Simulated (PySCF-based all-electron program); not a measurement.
## C4H10, singlet: how the functional moves the forces

All-electron Kohn–Sham DFT on the free molecule, computed near the basis limit with an in-house program on PySCF integrals; the spin-free Dirac equation, no spin–orbit coupling, spin-restricted. Forces are good to about 0.005 eV/Å. Atoms are numbered as listed.

| atom | x (Å) | y (Å) | z (Å) |
| --- | --- | --- | --- |
| C | 0.0000 | 0.0871 | -1.9498 |
| C | 0.0000 | -0.5246 | -0.5533 |
| C | 0.0000 | 0.5246 | 0.5533 |
| C | 0.0000 | -0.0871 | 1.9498 |
| H | 0.0000 | -0.6836 | -2.7257 |
| H | 0.0000 | 0.6836 | 2.7257 |
| H | 0.8836 | 0.7146 | -2.1001 |
| H | -0.8836 | 0.7146 | -2.1001 |
| H | 0.8836 | -0.7146 | 2.1001 |
| H | -0.8836 | -0.7146 | 2.1001 |
| H | -0.8776 | -1.1720 | -0.4341 |
| H | 0.8776 | -1.1720 | -0.4341 |
| H | -0.8776 | 1.1720 | 0.4341 |
| H | 0.8776 | 1.1720 | 0.4341 |

PBE forces:

```csv
atom,Fx,Fy,Fz (eV/Å)
C1,0.000,-0.101,0.081
C2,0.000,0.142,-0.071
C3,0.000,-0.142,0.071
C4,0.000,0.101,-0.081
H5,0.000,-0.092,-0.134
H6,0.000,0.092,0.134
H7,0.133,0.112,-0.054
H8,-0.133,0.112,-0.054
H9,0.133,-0.112,0.054
H10,-0.133,-0.112,0.054
H11,-0.128,-0.122,0.023
H12,0.128,-0.122,0.023
H13,-0.128,0.122,-0.023
H14,0.128,0.122,-0.023
```

(1) What forces does r2SCAN give?

Results:

(1) The forces move by 0.215 eV/Å (r.m.s. over the atoms) from PBE.

```
atom      Fx      Fy  Fz (eV/Å)
  C1   0.000  -0.036     -0.007
  C2   0.000   0.004     -0.026
  C3   0.000  -0.004      0.026
  C4   0.000   0.036      0.007
  H5   0.000   0.075      0.051
  H6   0.000  -0.075     -0.051
  H7  -0.062  -0.029     -0.005
  H8   0.062  -0.029     -0.005
  H9  -0.062   0.029      0.005
 H10   0.062   0.029      0.005
 H11   0.053   0.023      0.001
 H12  -0.053   0.023      0.001
 H13   0.053  -0.023     -0.001
 H14  -0.053  -0.023     -0.001
```
